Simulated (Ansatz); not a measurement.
Cost and result for the atomization energy of C₃H₂F₂, SMILES `FC1(F)C=C1` (7 atoms, 7 bonds).

Charge 0, multiplicity 1. The geometry is a stationary point of PBE0-D4/def2-TZVP. Program: Ansatz. All runs use 2 threads of an Arm Neoverse V2 on a shared host. Times are those of one run each, without the atoms' runs, and a repeat can differ threefold. Electronic energies, without spin–orbit coupling; frozen cores. CCSD(T)/CBS adds CCSD(T) − MP2 in def2-TZVPP to the MP2 limit, and its time is that of the two runs behind it. T1 = 0.011. B3LYP takes the VWN-RPA correlation (the form of Gaussian; ORCA's B3LYP/G). HSE06 is the plane-wave form, built on full-range PBE exchange.

CCSD(T)/CBS is a level of theory with its own doubt, some kJ/mol a heavy atom from the limit and from the frozen cores, so smaller differences don't rank the functionals.

```csv
level,functions,wall time,atomization (kJ/mol),difference from CCSD(T)/CBS,per bond
LDA (SPW92)/def2-TZVPP,183,0.85 s,3578.9,614.1,87.7
revPBE-D4/def2-TZVPP,183,1.5 s,3018.5,53.7,7.7
BLYP-D4/def2-TZVPP,183,1.6 s,2993.5,28.7,4.1
PBE-D4/def2-TZVPP (with forces),183,1.9 s,3131.3,166.5,23.8
BHLYP-D4/def2-TZVPP,183,2 s,2817.9,-146.9,-21.0
HSE06-D4/def2-TZVPP,183,2.4 s,3027.5,62.7,8.9
CCSD(T)/def2-SVP,80,2.6 s,2836.1,-128.7,-18.4
B3LYP-D4/def2-TZVPP (with forces),183,2.6 s,2965.1,0.3,0.0
PBE-QIDH/def2-TZVPP,183,3.7 s,2977.1,12.3,1.8
r2SCANh-D4/def2-TZVPP,183,3.8 s,2969.0,4.2,0.6
MP2/def2-QZVPP,345,13 s,3053.2,88.4,12.6
CCSD(T)/def2-TZVPP,183,56 s,2879.2,-85.6,-12.2
CCSD(T)/CBS(def2),–,68 s,2964.8,0.0,0.0
```

From r2SCAN to r2SCAN0 (25 % exact exchange), in def2-TZVPP and without D4, the atomization energy moves by −81.9 kJ/mol: exact exchange takes away binding that semilocal exchange gives to molecules. At CCSD(T), def2-SVP lies −128.7 kJ/mol from the extrapolated value and def2-TZVPP −85.7 kJ/mol: correlation converges slowly with the basis, and small sets miss more of it in the bonded molecule than in its fragments. The D4 term adds +16.8 kJ/mol with B3LYP and +8.5 kJ/mol with PBE0; it sums over pairs of atoms, weighted by their polarisabilities, and B3LYP, whose exchange is more repulsive, gets the larger term.
